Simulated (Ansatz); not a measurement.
Base system: C in the diamond structure (space group Fd-3m, No. 227; a = 3.572 Å).

The values are results of PBE/PAW in Ansatz (a program for electronic structure), no spin-orbit coupling, not measurements.

| level | band gap | lattice parameter a |
|---|---|---|
| PBE | 4.13 eV | 3.572 Å |

**Question.** What does experiment give, and how far off is each level?

**Answer.** Measured: band gap 5.48 eV (0 K or low temperature; as listed in arXiv:1206.3780); lattice parameter a 3.553 Å (static lattice; corrected from measurement; as listed in Daniel Mejia-Rodriguez, S. B. Trickey, Phys. Rev. B (2018)). Computed minus measured — band gap: PBE -1.35 eV; lattice parameter a: PBE +0.5 %. Measured values not marked as corrected hold thermal and zero-point effects that the static-lattice runs lack. A measured gap can be an optical one, lowered by exciton binding.

No phonon test of stability was made.
